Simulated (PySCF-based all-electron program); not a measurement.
Values are calculated unless marked as measured or tabulated.
## S2, triplet: squeezing and stretching

Method: all-electron DFT (in-house code on PySCF), basis-limit composite values; the spin-free Dirac equation, no spin–orbit coupling, spin-unrestricted, lowest state found (another of this spin can lie close). Forces are good to about 0.004 eV/Å. A positive force pushes the atoms apart.

```
 r (Å)  PBE (eV/Å)  r2SCAN (eV/Å)
1.7001      10.282              ?
 1.889       0.595              ?
2.0779      -3.278              ?
```

Q: Fill in the missing r2SCAN forces.

A: 1.7001 Å: 9.873 eV/Å; 1.889 Å: 0.101 eV/Å; 2.0779 Å: -3.768 eV/Å.

Q: Between which listed lengths does the r2SCAN force vanish, and at which of the two is it smaller?

A: Between 1.889 and 2.078 Å. The force is smaller at 1.889 Å.
